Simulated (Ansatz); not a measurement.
**[OH···H···OH], doublet: transfer scan**

Starting geometry:

```csv
atom,x (Å),y (Å),z (Å)
O,-1.1019,0.0004,0.0000
H,-1.3512,0.9270,0.0000
H,-0.1423,0.0004,0.0000
O,1.1101,0.0004,0.0000
H,1.3620,-0.9396,0.0000
```

From there H3 is moved from one fragment to the other while all else, the fragments' distance too, stays fixed; atoms are numbered as listed. Energies are in kcal/mol, counted from the starting geometry at the same level.

Basis cc-pVDZ; Ansatz 0.2.0. Only valence electrons are correlated (noble-gas cores frozen). R marks a restricted (for open shells ROHF) determinant, U an unrestricted one. Active spaces: valence = (15e, 11o) chosen from the atoms' valence shells.

Runs in a small pair space aren't shown, since their orbitals change along the scan.

Full CI isn't at hand for all of this; UCCSDT(Q) serves as the reference, and is uncertain by about the last step of the cluster series. The frozen core follows each run's orbitals, which can shift R against U totals by a few meV.

| distance O1-H3 (Å) | UCCSDT(Q) | curve A | curve B | curve C | curve D |
| --- | --- | --- | --- | --- | --- |
| 0.892 | 3.3 | 3.3 | -0.7 | 2.6 | 1.9 |
| 0.960 | 0.0 | 0.0 | 0.0 | 0.0 | 0.0 |
| 0.997 | 0.0 | 0.0 | 2.6 | 0.5 | 0.9 |
| 1.035 | 0.6 | 0.6 | 5.8 | 1.3 | 2.2 |
| 1.072 | 1.2 | 1.1 | 8.6 | 1.2 | 3.4 |
| 1.110 | 1.4 | 1.3 | 9.7 | -3.0 | 3.8 |
| 1.147 | 1.1 | 1.1 | 8.3 | 1.4 | 3.3 |
| 1.185 | 0.6 | 0.6 | 5.3 | 1.3 | 2.1 |
| 1.222 | 0.1 | 0.1 | 2.2 | 0.5 | 0.8 |

Task: The curves come from CASSCF (valence space), RCCSDT(Q), RMP2, UHF. Compare each with UCCSDT(Q) and say which is which.

Result: A: RCCSDT(Q), B: UHF, C: RMP2, D: CASSCF (valence space). Spread of the error against UCCSDT(Q), over the points where both stand: A 0.0, B 12.3, C 5.1, D 3.8 kcal/mol.
